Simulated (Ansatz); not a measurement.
Relaxation of C$_{2}$H$_{6}$B (9 atoms, charge -1, multiplicity 1), to a largest force component of 0.015 eV/Å in at most 40 steps.

Computed with RKS revPBE-D4/def2-SVP (Ansatz).

```xyz
9
Properties=species:S:1:pos:R:3
C -0.824 0.764 -0.980
B 0.159 0.591 0.049
C 1.014 1.831 0.678
H -1.416 -0.044 -1.426
H -1.091 1.727 -1.434
H 0.423 -0.500 0.524
H 0.750 2.794 0.230
H 0.858 1.935 1.760
H 2.095 1.703 0.538
```

**Question.** Where does it end, and by what steps?

**Answer.** It converged. Limits of this set-up: an anion without diffuse functions, the dipole of an ion depends on the origin. After 4 steps the energy has fallen by 0.070 eV; H4 moved furthest, 0.04 Å.

| step | energy less start (eV) | largest force component (eV/Å) | accepted |
| --- | --- | --- | --- |
| 0 | 0.0000 | 0.760 | yes |
| 1 | -0.0631 | 0.245 | yes |
| 2 | -0.0700 | 0.055 | yes |
| 3 | -0.0701 | 0.018 | yes |
| 4 | -0.0702 | 0.001 | yes |

```xyz
9
Properties=species:S:1:pos:R:3
C -0.847 0.760 -1.002
B 0.163 0.601 0.050
C 1.019 1.833 0.683
H -1.436 -0.075 -1.441
H -1.111 1.743 -1.456
H 0.428 -0.528 0.533
H 0.757 2.820 0.230
H 0.873 1.941 1.788
H 2.124 1.706 0.553
```

Whether the end is a true minimum wasn't checked by a vibrational analysis.

Time of the run: 4.2 s on 1 thread of AMD EPYC 9R45 96-Core Processor (Zen 5) (shared host), peak memory 0.13 GiB.
